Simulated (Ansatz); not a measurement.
**Worked example: C4H8O → C4H7 + OH**

Species: C4H8O (cyclobutanol) `OC1CCC1`, singlet; C4H7 (cyclobutyl radical) `[CH]1CCC1`, doublet; OH, doublet. 

Shapes, held fixed at every level: PBE0-D4/def2-TZVP. Flexible molecules stand in one conformer, not always the lowest. Programs: Ansatz 0.2.0. The zero-point and thermal change to 298 K, harmonic and unscaled (PBE0-D4/def2-TZVP), is -23.0 kJ/mol.

At CCSD(T)/CBS estimate; 1 Eh = 2625.50 kJ/mol:

| species | energy (Eh) |
| --- | --- |
| C4H8O | -232.168278 |
| C4H7 | -156.325258 |
| OH | -75.677713 |

**Question.** Work out ΔH(298 K) of the reaction at this level.

**Answer.** 
1. Products less reactants: (-156.325258) + (-75.677713) − [(-232.168278)] = 0.165307 Eh = +434.0 kJ/mol.
2. With the thermal change: +434.0 + (-23.0) = +411.0 kJ/mol.

Other levels give +240.9 (HF/def2-TZVPP) to +424.5 kJ/mol (MP2/def2-SVP). No measured value is set beside it here. Open shells run unrestricted unless RO is named. The CBS estimate extrapolates MP2 from def2-TZVPP and def2-QZVPP and adds CCSD(T) − MP2 in the triple-zeta set, cores frozen.
